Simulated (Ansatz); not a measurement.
## H2CO (formaldehyde): a line through the functionals

H2CO: 4 atoms, total charge 0, spin state singlet. As SMILES, `C=O`. The coordinates come from a PBE0-D4/def2-TZVP relaxation.

The HOMO–LUMO gap y, in eV, basis def2-TZVPP; a is the functional's share of exact exchange. Programs: Ansatz 0.2.0.

| functional | program | a | y (eV) |
| --- | --- | --- | --- |
| revPBE | Ansatz | 0 | 3.72 |
| PBE | Ansatz | 0 | 3.67 |
| B3LYP | Ansatz | 0.2 | ? |
| PBE0 | Ansatz | 0.25 | 6.56 |
| r2SCAN0 | Ansatz | 0.25 | 6.96 |
| BHLYP | Ansatz | 0.5 | 9.47 |

**Question.** Fit y = c + s·a to the known rows and predict B3LYP.

**Answer.** 
1. Means of the 5 rows: a = 0.2000, y = 6.076.
2. Σ(Δa)² = 0.175, Σ(Δa·Δy) = 2.039, so the slope is 2.039/0.175 = 11.651.
3. Intercept: 6.076 − (11.651) × 0.2000 = 3.746. The largest residual of the fit is 0.30.
4. B3LYP: 3.746 + (11.651) × 0.2 = 6.08 eV.

The run gave 6.03 eV, so the prediction is off by +0.05 eV, within the scatter of the fit. Exact exchange lowers occupied levels and raises empty ones. The rows mix families of semi-local functionals, which the line can't see.
